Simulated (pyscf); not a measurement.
## Routes from H₂As–In [singlet] + hydrogen (H₂)

Candidate steps break at most two bonds and form at most two. Each was searched with GFN2-xTB (tblite) first. PySCF, gas phase, ωB97X-D3(BJ)/def2-SVP geometries. Energies: ωB97M-D3(BJ)/def2-TZVP, eV, from the separated reactants, singlet surface; ΔG‡ with ideal gas, 1 atm, RRHO with modes under 100 cm⁻¹ raised to 100, one conformer, R ln 2 for chiral ones without a mode under 150 cm⁻¹.

| products | type | ΔE‡ | ΔE | ΔG‡ 298 K | ΔG‡ 900 K | ν‡ (cm⁻¹) |
|---|---|---|---|---|---|---|
| AsH₃ + InH [singlet] | four-centre exchange | 1.20 | +0.67 | 1.50 | 2.22 | 1335i |
| HAs=InH + H₂ | concerted two-bond exchange | 3.00 | +0.97 | 3.31 | 4.07 | 1428i |

Row 1: On the product side the descent ends in a complex, 0.22 eV under the separated species and 0.56 eV under the saddle at ωB97X-D3(BJ)/def2-TZVP. 

Plain bond fissions and candidates not yet searched are not listed, and one of them may be faster. Each barrier is that of the saddle found; lower ones may exist. One closed-shell reference is unstable to symmetry breaking; treat the single-reference values with care. Elements up to Kr have no core potential and no relativistic terms here. Elements past Kr carry the def2 core potentials, without spin-orbit coupling.
